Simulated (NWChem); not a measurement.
System: formamide (CH$_{3}$NO); SMILES NC=O

Input file for NWChem:

```
start job
memory heap 200 mb stack 900 mb global 1100 mb
geometry units angstroms
  N     -1.115395     0.233925     0.117081
  C      0.217170     0.347851    -0.040201
  O      0.983759    -0.575978    -0.086889
  H     -1.515930    -0.686767     0.203403
  H     -1.724904     1.030469     0.151290
  H      0.537383     1.403271    -0.123431
end
basis spherical
  N library 6-31g*
  C library 6-31g*
  O library 6-31g*
  H library 6-31g*
end
dft
  xc xpbe96 cpbe96
  iterations 150
end
driver
  maxiter 150
  tight
end
task dft optimize
```

Parts of the log:

```
             Northwest Computational Chemistry Package (NWChem) 7.3.0
             --------------------------------------------------------

 CS  symmetry detected

                             Geometry "geometry" -> ""
                             -------------------------

 Output coordinates in angstroms (scale by  1.889725989 to convert to a.u.)

  No.       Tag          Charge          X              Y              Z
 ---- ---------------- ---------- -------------- -------------- --------------
    1 N                    7.0000    -0.17637592     1.06935510     0.00000000
    2 C                    6.0000     0.38755637    -0.15352126     0.00000000
    3 O                    8.0000    -0.22091492    -1.18940792     0.00000000
    4 H                    1.0000    -1.18170753     1.13908221     0.00000000
    5 H                    1.0000     0.36590262     1.91380035     0.00000000
    6 H                    1.0000     1.49241753    -0.10197731     0.00000000

 Effective nuclear repulsion energy (a.u.)      71.7375989397

      Symmetry information
      --------------------

 Group name             Cs
 Group number              2
 Group order               2
 No. of unique centers     6

                                Z-matrix (autoz)
                                --------

 Units are Angstrom for bonds and degrees for angles

      Type          Name      I     J     K     L     M      Value
      ----------- --------  ----- ----- ----- ----- ----- ----------
    1 Stretch                  1     2                       1.34664
    2 Stretch                  1     4                       1.00775
    3 Stretch                  1     5                       1.00357
    4 Stretch                  2     3                       1.20137
    5 Stretch                  2     6                       1.10606
    6 Bend                     1     2     3               124.81348
    7 Bend                     1     2     6               112.08587
    8 Bend                     2     1     4               118.72443
    9 Bend                     2     1     5               122.53569
   10 Bend                     3     2     6               123.10065
   11 Bend                     4     1     5               118.73989
   12 Torsion                  3     2     1     4           0.00000
   13 Torsion                  3     2     1     5         180.00000
   14 Torsion                  4     1     2     6         180.00000
   15 Torsion                  5     1     2     6           0.00000

  pbe96 is a nonlocal functional; adding pw91lda local functional.

                           NWChem Geometry Optimization
                           ----------------------------

[...]

      ----------------------
      Optimization converged
      ----------------------

  Step       Energy      Delta E   Gmax     Grms     Xrms     Xmax
  ---- ---------------- -------- -------- -------- -------- --------
@    8    -169.69293887  1.3D-08  0.00000  0.00000  0.00001  0.00004
                                     ok       ok       ok       ok

                                Z-matrix (autoz)
                                --------

 Units are Angstrom for bonds and degrees for angles

      Type          Name      I     J     K     L     M      Value     Gradient
      ----------- --------  ----- ----- ----- ----- ----- ---------- ----------
    1 Stretch                  1     2                       1.36835   -0.00000
    2 Stretch                  1     4                       1.01860    0.00000
    3 Stretch                  1     5                       1.01670   -0.00000
    4 Stretch                  2     3                       1.22548    0.00000
    5 Stretch                  2     6                       1.11975   -0.00000
    6 Bend                     1     2     3               125.04173   -0.00000
    7 Bend                     1     2     6               111.45649    0.00000
    8 Bend                     2     1     4               119.11535   -0.00000
    9 Bend                     2     1     5               121.87720    0.00000
   10 Bend                     3     2     6               123.50178   -0.00000
   11 Bend                     4     1     5               119.00746    0.00000
   12 Torsion                  3     2     1     4           0.00000    0.00000
   13 Torsion                  3     2     1     5         180.00000    0.00000
   14 Torsion                  4     1     2     6         180.00000    0.00000
   15 Torsion                  5     1     2     6           0.00000    0.00000

                         Geometry "geometry" -> "geometry"
                         ---------------------------------

 Output coordinates in angstroms (scale by  1.889725989 to convert to a.u.)

  No.       Tag          Charge          X              Y              Z
 ---- ---------------- ---------- -------------- -------------- --------------
    1 N                    7.0000    -0.18331636     1.07865984     0.00000000
    2 C                    6.0000     0.39061086    -0.16351561     0.00000000
    3 O                    8.0000    -0.22508460    -1.22309847     0.00000000
    4 H                    1.0000    -1.19902342     1.15533090     0.00000000
    5 H                    1.0000     0.37523753     1.92819261     0.00000000
    6 H                    1.0000     1.50845414    -0.09823810     0.00000000

 Effective nuclear repulsion energy (a.u.)      70.5322796883

      Symmetry information
      --------------------

 Group name             Cs
 Group number              2
 Group order               2
 No. of unique centers     6

                Final and change from initial internal coordinates
                --------------------------------------------------

                                Z-matrix (autoz)
                                --------

 Units are Angstrom for bonds and degrees for angles

[...]
```

Level: PBE/6-31G* (spherical d).
